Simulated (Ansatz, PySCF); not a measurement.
## Rock-salt MgS: smallest direct gap on the k points sampled by level of theory

No measured value is used here.

| level (code) | value (eV) |
|---|---|
| LDA (Ansatz) | 3.48 |
| BLYP (Ansatz) | 3.88 |
| PBE (Ansatz) | 3.72 |
| PBEsol (Ansatz) | (withheld) |
| r²SCAN (Ansatz) | (withheld) |
| HSE06 (Ansatz) | 4.82 |
| PBE0 (Ansatz) | (withheld) |
| Hartree–Fock (Ansatz) | (withheld) |
| G0W0@Hartree–Fock (PySCF) | 7.21 ± 0.09 |
| G0W0@PBE (PySCF) | 5.25 ± 0.05 |
| G0W0@PBE0 (PySCF) | 5.90 ± 0.05 |
| G0W0@PBEsol (Ansatz) | 5.16 |

Problem. What belongs in the gaps?

Solution. 
- PBEsol (Ansatz, a program for electronic structure), value (eV): 3.59
- r²SCAN (Ansatz), value (eV): 4.64
- PBE0 (Ansatz), value (eV): 5.52
- Hartree–Fock (Ansatz), value (eV): 11.74

At these levels the smallest gap is indirect and lower: LDA 2.56, BLYP 2.84, PBE 2.79, PBEsol 2.70, r²SCAN 3.46, HSE06 3.80, PBE0 4.53, Hartree–Fock 10.33, G0W0@Hartree–Fock 6.27, G0W0@PBE 4.47, G0W0@PBE0 5.06, G0W0@PBEsol 4.36 eV. Computed values are for a static lattice.  A ± on a computed value is a rough bar: the spread of its extrapolation, a floor set from checks against published values, or a statistical error. Values are at the measured cell. Cutoffs and k meshes differ between the levels. Ansatz's density-functional and Hartree–Fock values are scalar-relativistic unless marked +SOC, with PAW data made under PBE.
